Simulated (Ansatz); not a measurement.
Geometry optimisation, UKS PBE0/def2-SVP in Ansatz 0.2.0.

input.yaml

```yaml
crystal:
  periodic: [false, false, false]
  atoms:
    - { symbol: O, position_ang: [-1.65842, -1.08178, 0.55302] }
    - { symbol: B, position_ang: [-0.48769, -1.19759, 0.20393] }
    - { symbol: Si, position_ang: [0.33647, 0.76507, -0.13578] }
    - { symbol: H, position_ang: [0.3116, -2.031, -0.003] }
    - { symbol: H, position_ang: [1.74779, 0.6717, -0.51883] }
    - { symbol: H, position_ang: [0.19538, 1.50726, 1.11372] }
    - { symbol: H, position_ang: [-0.44513, 1.36635, -1.21306] }
magnetization:
  spin_polarized: true
  initial_magnetization: 1
basis:
  gaussian: { orbitals: def2-SVP }
hamiltonian:
  xc: pbe0
relax:
  f_tol: 0.015
  max_steps: 40
```

Run as:

```bash
$ ansatz run input.yaml --threads 1 --pin off --max-ram 2048MiB --backend cpu --events-out ev --progress --plain --runs-dir out
```

Question: Where does it end, and by what steps?

Answer: The forces met the threshold. After 6 steps the energy has fallen by 0.079 eV; H4 moved furthest, 0.09 Å.

```json
{"step": "0", "energy less start (eV)": "0.0000", "largest force component (eV/Å)": "1.464", "accepted": "yes"}
{"step": "1", "energy less start (eV)": "-0.0653", "largest force component (eV/Å)": "0.426", "accepted": "yes"}
{"step": "2", "energy less start (eV)": "-0.0744", "largest force component (eV/Å)": "0.171", "accepted": "yes"}
{"step": "3", "energy less start (eV)": "-0.0733", "largest force component (eV/Å)": "0.214", "accepted": "no"}
{"step": "4", "energy less start (eV)": "-0.0780", "largest force component (eV/Å)": "0.051", "accepted": "yes"}
{"step": "5", "energy less start (eV)": "-0.0786", "largest force component (eV/Å)": "0.024", "accepted": "yes"}
{"step": "6", "energy less start (eV)": "-0.0787", "largest force component (eV/Å)": "0.008", "accepted": "yes"}
```

```xyz
7
Properties=species:S:1:pos:R:3
O -1.642 -1.073 0.585
B -0.456 -1.176 0.193
Si 0.324 0.766 -0.130
H 0.292 -2.112 -0.032
H 1.768 0.663 -0.504
H 0.168 1.547 1.129
H -0.455 1.384 -1.241
```

Whether the end is a true minimum wasn't checked by a vibrational analysis.

The run took 42 s on 1 thread of AMD EPYC (Zen 3), on a shared host, peak memory 0.16 GiB.
